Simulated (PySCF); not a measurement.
Energy profile

The step: AlH₂ClO ([OH][AlH][Cl]) → AlHO ([OH][Al]) + HCl; bonds formed: Cl2–H3; bonds broken: Al1–Cl2, Al1–H3 (atoms numbered as in the saddle structure below).

```tsv
atom	x (Å)	y (Å)	z (Å)
Al1	0.6715	0.3471	0.4325
Cl2	0.2348	-1.5426	-1.2113
H3	1.5077	-0.8854	-0.3904
O4	-0.7753	1.1433	0.7637
H5	-1.6388	0.9375	0.4055
```

Electronic energies by CCSD(T) at an estimated basis limit (MP2 extrapolated from triple and quadruple zeta, plus CCSD(T) − MP2 in triple zeta), on PBE0-D4/def2-TZVP structures; AlH2ClO, singlet; no counterpoise correction. Program: PySCF 2.14 with density fitting (its default auxiliary sets; JK sets also for MP2 and CCSD(T)). Basis: def2-TZVPP and def2-QZVPP. Cores are frozen in the correlated methods. Extrapolation: Hartree–Fock as exp(−7.88 √X), correlation as X^−2.97.

Problem. Give the profile in eV, counted from the start structure. (To be estimated.)

Solution. Computed:
| point | eV |
| --- | --- |
| start structure | 0.000 |
| saddle | 3.163 |
| end structure | 2.282 |
| separated: AlHO (linked as [OH][Al]; Al1, O4, H5; singlet) + HCl (Cl2, H3; singlet) | 2.361 |

T1 diagnostic: at most 0.018. The restricted Hartree–Fock reference is unstable towards an unrestricted one at one or more of these structures.

For scale, one of the runs: CCSD(T)/def2-TZVPP, 143 basis functions, launched by `OMP_NUM_THREADS=4 python run.py`. Time: 120 s of wall clock on 4 CPU threads of an AMD EPYC; the host was shared. Peak host memory: 0.8 GiB.
